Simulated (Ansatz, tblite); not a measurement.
**PF3: which spin state is lowest**

Aim: set other spin states of PF3 against its singlet, on many levels of theory.

The runs use Ansatz 0.2.0, Gaussian basis; as each input shows.

Levels to be run: triplet, at the geometry of the singlet (GFN1-xTB, GFN2-xTB, PBE0-D4/def2-TZVP, PBE-D4/def2-TZVP, r2SCAN-D4/def2-TZVP); the singlet's energies come from earlier runs.

### Step 1. The structure

The singlet was relaxed beforehand with r2SCAN-D4/def2-TZVP.

4 atoms, charge 0, spin multiplicity 1.

Bond lengths: P1–F2 1.577 Å, P1–F3 1.577 Å, P1–F4 1.577 Å. Angles: F2–P1–F3 97.5°, F2–P1–F4 97.5°, F3–P1–F4 97.5°.

As a file:

```xyz
4
F3P
P    -0.0046    0.0045    0.5874
F     1.3698   -0.0297   -0.1848
F    -0.6581    1.1976   -0.2101
F    -0.7071   -1.1724   -0.1925
```

### Step 2. Triplet at the fixed geometry, GFN1-xTB

Tight binding, by tblite at 300 K electronic temperature and without a spin-polarisation term:

```python
tblite.interface.Calculator('GFN1-xTB', numbers, positions, charge=0, uhf=2).singlepoint()
```

Energy -488.0303 eV; 0.002 s.

### Step 3. Triplet at the fixed geometry, GFN2-xTB

Tight binding, by tblite at 300 K electronic temperature and without a spin-polarisation term:

```python
tblite.interface.Calculator('GFN2-xTB', numbers, positions, charge=0, uhf=2).singlepoint()
```

Energy -451.0153 eV; 0.001 s.

### Step 4. Triplet at the fixed geometry, PBE0-D4/def2-TZVP

Input file in.yaml:

```yaml
crystal:
  periodic: [false, false, false]
  atoms:
    - {symbol: P, position_ang: [-0.004619, 0.004466, 0.587358]}
    - {symbol: F, position_ang: [1.369797, -0.029651, -0.184829]}
    - {symbol: F, position_ang: [-0.658137, 1.197567, -0.210078]}
    - {symbol: F, position_ang: [-0.707051, -1.172381, -0.192450]}
basis:
  gaussian: {orbitals: def2-TZVP}
magnetization: {spin_polarized: true, initial_magnetization: 2}
hamiltonian: {xc: pbe0, dispersion: d4}
scf: {omitted_lower_state_checks: [starts]}
output: {orbitals: {seedname: orbitals}}
```

Started as:

```bash
$ ansatz run in.yaml --threads 2 --pin off --events-out ev --progress --plain --max-ram 4352MiB
```

Standard output:

```text
Functional definition: PBE0
  name "PBE0"
  cite "Adamo & Barone, J. Chem. Phys. 110, 6158 (1999) doi:10.1063/1.478522"
  cite "Perdew, Burke & Ernzerhof, Phys. Rev. Lett. 77, 3865 (1996) doi:10.1103/PhysRevLett.77.3865"
  parent pbe
  parameter a = 0.25
  parameter kappa = 0.804
  parameter beta = 0.06672455060314922
  exchange = (1 - a)*pbe_x(kappa = kappa, mu = beta*pi^2/3) + a*exact_x
  correlation = pbe_c(beta = beta)
these checks for a lower state are left out or cut short: starts
750 factors; their error is unknown
mean field evaluation 1: about -17426.5394 eV, gradient 3.1e1 eV
mean field evaluation 2: about -17422.1939 eV, gradient 5.0e1 eV
mean field evaluation 4: about -17429.3429 eV, gradient 5.1e-1 eV
mean field evaluation 8: about -17429.3895 eV, gradient 1.1e-1 eV
mean field evaluation 16: about -17429.3895 eV, gradient 1.5e-3 eV
mean field -17429.38951456 eV, -640.5182505954 hartree, gradient 7.0e-6 eV, S^2 2.003442; 0 other end points of the search recorded, 0 dependent functions left out
reference -17429.38953579 eV, -640.5182513756 hartree; 22, 20 occupied and 108, 110 virtual orbitals, 750 factors
Total energy: -17429.43785281 eV, -640.5200269934 hartree
Checks for a lower state left out: starts
```

Wall time 5.5 s (2 threads of Intel Xeon 6975P-C, shared host).

From the report: HOMO -3.64 eV, LUMO -5.89 eV (over both spins; with the spin held, an empty level of the minority spin lies below the top filled one); ⟨S²⟩ 2.003 (pure: 2.00).

### Step 5. Triplet at the fixed geometry, PBE-D4/def2-TZVP

start.molden holds the orbitals of an earlier run on this state, given as this run's starting guess.

Edit in.yaml of step 4 so:

```diff
@@ -8,5 +8,5 @@
 basis:
-  gaussian: {orbitals: def2-TZVP}
+  gaussian: {orbitals: def2-TZVP, initial_orbitals: start.molden}
 magnetization: {spin_polarized: true, initial_magnetization: 2}
-hamiltonian: {xc: pbe0, dispersion: d4}
+hamiltonian: {xc: pbe, dispersion: d4}
 scf: {omitted_lower_state_checks: [starts]}
```

Same command.

Standard output:

```text
Functional definition: PBE
  name "PBE"
  cite "Perdew, Burke & Ernzerhof, Phys. Rev. Lett. 77, 3865 (1996) doi:10.1103/PhysRevLett.77.3865"
  parent pbe
  parameter kappa = 0.804
  parameter beta = 0.06672455060314922
  exchange = pbe_x(kappa = kappa, mu = beta*pi^2/3)
  correlation = pbe_c(beta = beta)
these checks for a lower state are left out or cut short: starts
738 factors; their error is unknown
mean field evaluation 1: about -17428.7480 eV, gradient 8.1e0 eV
mean field evaluation 2: about -17428.8796 eV, gradient 1.6e-1 eV
mean field evaluation 4: about -17428.8746 eV, gradient 7.9e-4 eV
mean field evaluation 8: about -17428.8746 eV, gradient 2.5e-5 eV
mean field -17428.87462417 eV, -640.4993287228 hartree, gradient 5.7e-6 eV, S^2 2.002677; 0 other end points of the search recorded, 0 dependent functions left out
reference -17428.87465278 eV, -640.4993297740 hartree; 22, 20 occupied and 108, 110 virtual orbitals, 738 factors
Total energy: -17428.93374783 eV, -640.5015014773 hartree
Checks for a lower state left out: starts
```

It took 3.2 s on 2 threads of Intel Xeon 6975P-C, shared host.

From the report: HOMO -2.34 eV, LUMO -6.93 eV (over both spins; with the spin held, an empty level of the minority spin lies below the top filled one); ⟨S²⟩ 2.003 (pure: 2.00).

### Step 6. Triplet at the fixed geometry, r2SCAN-D4/def2-TZVP

Edit in.yaml of step 5 so:

```diff
@@ -10,3 +10,3 @@
 magnetization: {spin_polarized: true, initial_magnetization: 2}
-hamiltonian: {xc: pbe, dispersion: d4}
+hamiltonian: {xc: r2scan, dispersion: d4}
 scf: {omitted_lower_state_checks: [starts]}
```

Same command.

Standard output:

```text
Functional definition: r2SCAN
  name "r2SCAN"
  cite "Furness, Kaplan, Ning, Perdew & Sun, J. Phys. Chem. Lett. 11, 8208 (2020) doi:10.1021/acs.jpclett.0c02405"
  cite "Furness, Kaplan, Ning, Perdew & Sun, J. Phys. Chem. Lett. 11, 9248 (2020) doi:10.1021/acs.jpclett.0c03077"
  parent r2scan
  parameter k0 = 0.174
  parameter k1 = 0.065
  parameter a1 = 4.9479
  exchange = r2scan_x(k0 = k0, k1 = k1, a1 = a1)
  correlation = r2scan_c
these checks for a lower state are left out or cut short: starts
738 factors; their error is unknown
mean field evaluation 1: about -17436.8289 eV, gradient 4.6e0 eV
mean field evaluation 2: about -17436.8562 eV, gradient 4.2e-2 eV
mean field evaluation 4: about -17436.8526 eV, gradient 7.0e-5 eV
mean field evaluation 8: about -17436.8526 eV, gradient 1.1e-5 eV
mean field -17436.85262937 eV, -640.7925150060 hartree, gradient 2.0e-6 eV, S^2 2.004762; 0 other end points of the search recorded, 0 dependent functions left out
reference -17436.85263825 eV, -640.7925153325 hartree; 22, 20 occupied and 108, 110 virtual orbitals, 738 factors
Total energy: -17436.86570626 eV, -640.7929955728 hartree
Checks for a lower state left out: starts
```

It took 7 s on 2 threads of Intel Xeon 6975P-C, shared host.

Report: HOMO -2.67 eV, LUMO -6.30 eV (over both spins; with the spin held, an empty level of the minority spin lies below the top filled one); ⟨S²⟩ 2.005 (pure: 2.00).

### Step 7. Triplet less singlet, vertical

The singlet's energies are those of its earlier runs, whose logs aren't repeated here.

```csv
level,"triplet less singlet, vertical (eV)",time
GFN1-xTB,+7.574,0.032 s
GFN2-xTB,+7.270,0.004 s
PBE-D4/def2-TZVP,+5.638,4.1 s
r2SCAN-D4/def2-TZVP,+5.530,8.6 s
PBE0-D4/def2-TZVP,+5.706,6.8 s
```

Times add the two runs; a level without a time comes out of a correlated run. Tight binding without a spin term can't rank spin states.

### Step 8. What came out

```
                                                quantity                                      value
triplet less singlet, vertical, functionals in def2-TZVP  +5.530 (r2SCAN-D4) to +5.706 eV (PBE0-D4)
```

What this shows: All functionals put the triplet above the singlet, over a spread of 0.176 eV. The checks for a lower triplet were left out, so another state of that spin may lie lower. These are electronic energies, without zero-point motion, entropy or surroundings.
